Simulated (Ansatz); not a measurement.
Reaction: SiNH2F3 (SMILES N[Si](F)(F)F) → NH2 (SMILES [NH2], doublet) + SiF3 (SMILES F[Si](F)F, doublet) (the N-Si bond breaks)
Each species at its own B3LYP-D3(BJ)/def2-TZVP minimum (Ansatz, a first-principles code), one conformer.

Wanted: bond dissociation energy (electronic), in kcal/mol. Open shells are spin-unrestricted; no spin-orbit coupling. CBS(X,Y): correlation extrapolated as X^-3, Hartree-Fock from the larger set. A bracket is a step between two methods taken in the basis named. The functionals are non-relativistic, so their misses hold any scalar relativity. '+ core + X2C': CCSD(T) terms for core correlation (cc-pwCVTZ, 1s frozen past Ne) and scalar relativity (cc-pVTZ-DK).

CCSD(T)/CBS(cc-pV(T+d)Z,cc-pV(Q+d)Z) + [CCSDT(Q) - CCSD(T)]/cc-pV(D+d)Z + core + X2C (Ansatz) gives 125.2 kcal/mol.

Q: What does PBE/def2-TZVPD (Ansatz) give here, and how do the other levels compare?

A: PBE gives 115.2 kcal/mol, 10.0 kcal/mol below it. Differences of the others: r2SCAN/def2-TZVPD (Ansatz) -9.5; B3LYP/def2-TZVPD (Ansatz) -10.0; PBE0/def2-TZVPD (Ansatz) -7.7; wB97M-V/def2-TZVPD (Ansatz) -0.9; CCSD(T)/CBS(cc-pV(T+d)Z,cc-pV(Q+d)Z) + core + X2C (Ansatz) 0.1 kcal/mol. Nearer than PBE: r2SCAN/def2-TZVPD, PBE0/def2-TZVPD, wB97M-V/def2-TZVPD, CCSD(T)/CBS(cc-pV(T+d)Z,cc-pV(Q+d)Z) + core + X2C.
